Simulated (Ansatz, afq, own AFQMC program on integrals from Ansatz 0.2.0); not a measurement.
Two steps: Ansatz 0.2.0 writes the Fock matrix and Cholesky factors of the valence space, and afq projects on them the lowest state that overlaps trial and start.

```yaml
crystal:
  periodic: [false, false, false]
  atoms:
    - {symbol: Si, position_ang: [0.000000, 0.000000, 0.000000]}
    - {symbol: C, position_ang: [0.000000, 0.000000, 1.859000]}
basis:
  gaussian: {orbitals: 6-31G}
magnetization: {spin_polarized: false, initial_magnetization: 2}
correlation: {method: ccsd_t, electrons: outside_noble_gas, hamiltonian_folder: ham}
```

```sh
$ ansatz run in.yaml --threads 1 --pin off --events-out ev --progress --plain --max-ram 16896MiB --backend cuda --devices 0, --max-vram 18GiB
```

afq runs on the folder ham with

```
--method free --trial cisd --walkers 100 --time-step 0.02 --max-blocks 60 --target-error 0.00068 --factor-cut 0.0001 --seed 4895 --times 0.0,0.4,0.8,1.6,2.4 --taylor-order 6
```

Times are imaginary, in 1/Eh. The walk had a cap of 60 s.

afq prints:

```
orbitals 16  electrons 5 3  factors 77 of 267
reference energy -326.54028007 Eh
CCSD correlation -0.14249059 Eh in 17 cycles, weight of the determinant in the CISD state 0.7987
repeat  energy at the last time / Eh  error
    10  -326.690927  0.000988
    20  -326.690867  0.000584
    30  -326.690633  0.000439
time / (1/Eh)  energy / Eh  error  mean overlap
  0.00  -326.683020  0.000407  1.2540
  0.40  -326.687534  0.000373  1.2417
  0.80  -326.689394  0.000429  1.2392
  1.60  -326.690888  0.000533  1.2416
  2.40  -326.690517  0.000438  1.2526
energy -326.690517 +/- 0.000438 Eh
```

The run passed its tests (error under three times the target), which doesn't prove that it has relaxed.

Against this walk (error 11.9 meV) on the same determinant: CCSD(T) 42.1 meV higher, CCSDT(Q) 25.7 meV lower, CCSDTQ 28.0 meV lower, full CI 33.5 meV lower. The error is statistical, and a free projection of finite length keeps a remainder of its start. The determinant is a poor start (see the cautions), so the low cluster orders aren't to be relied on, and full CI is the sure value.

Cautions: remainder of the start not in the error; lower spins were not checked; a spin-contaminated unrestricted determinant lies lower (UHF 1.05 eV lower, ⟨S²⟩ 2.69); strong correlation (T1 0.070, weight of the determinant 0.80, largest double 0.20).

The walk took 6.3 s on 1 × NVIDIA H100 80GB HBM3 with 2 threads of AMD EPYC 7R13 Processor (Zen 3) (shared host) (the card was shared). The log's last line is the free-projection energy.

CCSDT and higher add their correlation energy to the determinant of the CCSD(T) run, since their own runs factorise the integrals more tightly (a shift of under 2 meV). A walk keeps the symmetry of its determinant, which the program's search chose and which needn't be the lowest solution, so a lower state of the same spin and another symmetry isn't excluded.
